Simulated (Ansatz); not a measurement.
# C2FO− (SMILES [O-]C#CF): functionals against CCSD(T) at one geometry

An exercise on one series of results from a longer session: the logs are not shown, and one member is left open.

Program: Ansatz 0.2.0, Gaussian basis. Level of theory: single points in def2-TZVPPD. These are calculated values, not measurements.

Cores are frozen in the correlated methods.

## The system as given

SMILES `[O-]C#CF`, 4 atoms, charge -1, spin multiplicity 1.

Atoms are counted from 1 here; the program's logs count them from 0.

Bond lengths: O1–C2 1.039 Å, C2–C3 1.372 Å, C3–F4 1.384 Å. Angles: O1–C2–C3 146.9°, C2–C3–F4 129.3°.

Coordinates:

```xyz
4

O     0.94130   -0.74220    1.23830
C     0.26590   -0.42440    0.51580
C    -0.11200    0.57550   -0.34380
F    -1.11540    0.57900   -1.29690
```

Set-up of the first run:

Contents of run/in.yaml:

```yaml
crystal:
  periodic: [false, false, false]
  atoms:
    - {symbol: O, position_ang: [0.941300, -0.742200, 1.238300]}
    - {symbol: C, position_ang: [0.265900, -0.424400, 0.515800]}
    - {symbol: C, position_ang: [-0.112000, 0.575500, -0.343800]}
    - {symbol: F, position_ang: [-1.115400, 0.579000, -1.296900]}
basis:
  gaussian: {orbitals: "def2-TZVPPD.json"}
total_charge: -1
correlation: {method: ccsd_t}
output: {forces: true}
```

The basis file named in the input lies beside it (Basis Set Exchange, JSON).

No record of the launch command was kept for these runs.

Steps of the session up to this table: CCSD(T)/def2-TZVPPD; PBE0-D4/def2-TZVPPD; wB97M-V/def2-TZVPPD; r2SCAN-D4/def2-TZVPPD; PBE-D4/def2-TZVPPD; B97M-V/def2-TZVPPD; BHLYP-D4/def2-TZVPPD.

One of the session's tables, all rows but one given; the rest of the session is left out.

```
   method  RMS force component (eV/Å)  angle to CCSD(T) forces (°)
  CCSD(T)                      10.455                    reference
  PBE0-D4                      10.056                          1.8
  wB97M-V                       9.993                          1.6
r2SCAN-D4                      10.203                          0.7
   PBE-D4                           ?                            ?
   B97M-V                       9.999                          1.1
 BHLYP-D4                       9.547                          3.0
```

Estimate the missing values for PBE-D4.

**Answer.** RMS force component (eV/Å): 10.539; angle to CCSD(T) forces (°): 0.5. In the column «RMS force component (eV/Å)» it is the highest.

Caveats from the session: The anion's highest level is positive in at least one run, so there the basis alone may hold the extra electron.
